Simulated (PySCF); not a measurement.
Work out the structure from these simulated measurements.

Formula: CH6BO; charge -1.

| Quantity | Value |
| --- | --- |
| Rotational structure | rotational constants A, B, C: 37.047, 9.660, 8.630 GHz [PBE0-D3(BJ)/def2-SVP] |
| XPS | B1s 188.5, C1s 287.0, O1s 531.7 eV [ΔSCF SCAN, pcX-2 on the ionised atom, pcseg-1 elsewhere, spin-free X2C] |
| Couplings | largest of the computed one-bond spin–spin couplings (means over like bonds): 13C–1H +134.2 (×3), 11B–1H +96.1 (×3), 17O–13C +24.7, 17O–11B +2.9 Hz [B3LYP/pcJ-1] |
| 1H NMR | chemical shifts (computed TMS as zero) by class: 3.31 (3 H), 2.55 (3 H) ppm [GIAO CAM-B3LYP/pcSseg-2] |
| 13C NMR | chemical shifts (computed TMS as zero) by class: 62.7 (1 C) ppm [GIAO CAM-B3LYP/pcSseg-2] |
| NMR, other nuclei | isotropic shieldings of nuclei other than C and H, by class: 112 (1 B), 335 (1 O) ppm [GIAO CAM-B3LYP/pcSseg-2] |

The electronic properties come from PySCF, for the isolated species, density fitting. Levels stand in brackets. Isolated species at its PBE0-D3(BJ)/def2-SVP geometry, gas phase. No diffuse functions stand in pcJ-1 and pcSseg-2, which bears on an anion's orbital energies. NMR values are class means; diastereotopic atoms form classes of their own.

Question: What is the compound? Reason from the data.

Answer: Numbering: `[BH3-:1][O:2][CH3:3]`. The one carbon: methoxy carbon [C3] (62.7 ppm). Hydrogen classes from least to most shielded: 3 H on a methoxy carbon, C3 (3.31 ppm), 3 H on a four-coordinate boron, B1 (2.55 ppm). The other shieldings belong to: 112 ppm, four-coordinate boron [B1]; 335 ppm, boron-bound oxygen [O2]. The couplings run between: +134.2 Hz, methoxy carbon [C3] and its hydrogen (with 2 like pairs); +96.1 Hz, four-coordinate boron [B1] and its hydrogen (with 2 like pairs); +24.7 Hz, boron-bound oxygen [O2] and methoxy carbon [C3]; +2.9 Hz, boron-bound oxygen [O2] and four-coordinate boron [B1]. The core levels belong to: B1s 188.5 eV, four-coordinate boron [B1]; C1s 287.0 eV, methoxy carbon [C3]; O1s 531.7 eV, boron-bound oxygen [O2]. The optimised geometry has point group Cs and is an asymmetric top. Structure: `CO[BH3-]`. The assignments are read from this structure; whether some other isomer fits the data as well wasn't checked.
